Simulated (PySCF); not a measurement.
**Basis-set dependence of excited states**

Compound: CH₈BN.
SMILES: `[BH3-][NH2+]C`

TDDFT with PBE0 (PySCF), vertical singlets, core orbitals frozen in the response, spherical d and f functions. Geometry: PBE0-D3(BJ)/def2-SVP; no solvent, vibrations or thermal averaging.

Task: How do the low singlets change with the basis? Take 6-31G*, 6-31+G*, def2-SVP, def2-SVPD, aug-cc-pVDZ, def2-TZVP and def2-TZVPD.

Result: 

| basis | functions | diffuse | S1 (eV) | S2 (eV) | S3 (eV) | S4 (eV) | S5 (eV) | LUMO (eV) | α (au) |
| --- | --- | --- | --- | --- | --- | --- | --- | --- | --- |
| 6-31G* | 58 | no | 7.51 | 7.51 | 9.16 | 9.18 | 9.44 | 1.43 | 34.0 |
| 6-31+G* | 70 | yes | 6.18 | 6.18 | 7.36 | 7.44 | 7.50 | -0.40 | 38.9 |
| def2-SVP | 82 | no | 7.10 | 7.10 | 8.68 | 8.70 | 8.90 | 0.80 | 36.1 |
| def2-SVPD | 124 | yes | 6.52 | 6.52 | 7.89 | 7.96 | 8.06 | -0.04 | 43.4 |
| aug-cc-pVDZ | 141 | yes | 6.08 | 6.09 | 7.05 | 7.11 | 7.11 | -0.60 | 44.3 |
| def2-TZVP | 141 | no | 6.70 | 6.70 | 8.14 | 8.18 | 8.30 | 0.22 | 41.2 |
| def2-TZVPD | 183 | yes | 6.28 | 6.29 | 7.44 | 7.52 | 7.68 | -0.34 | 44.0 |

States are compared by their number. Against the largest diffuse basis here (def2-TZVPD, itself not a converged limit), sets without diffuse functions differ by up to 1.22 eV in S1 and 1.76 eV in S5; the smaller diffuse sets differ by up to 0.23 and 0.57 eV. S1 is led by HOMO→LUMO (99%) in 6-31G* and by HOMO-1/HOMO→LUMO (97%) in def2-TZVPD. S1 is led by HOMO-1→LUMO (96%) in def2-SVP and by HOMO-1/HOMO→LUMO (97%) in def2-TZVPD. State by state, the largest deviation of a set without diffuse functions is S1 1.22, S2 1.22, S3 1.71, S4 1.66, S5 1.76 eV. The same number needn't mean the same state in each row. Against def2-TZVPD the polarisability deviates by -23% in 6-31G*, -12% in 6-31+G*, -18% in def2-SVP, -2% in def2-SVPD, +1% in aug-cc-pVDZ, -6% in def2-TZVP. A single + in a Pople set puts diffuse functions on heavy atoms only.

Without π bonds the low states are Rydberg-like; a valence basis with one diffuse set may place them up to an eV too high.
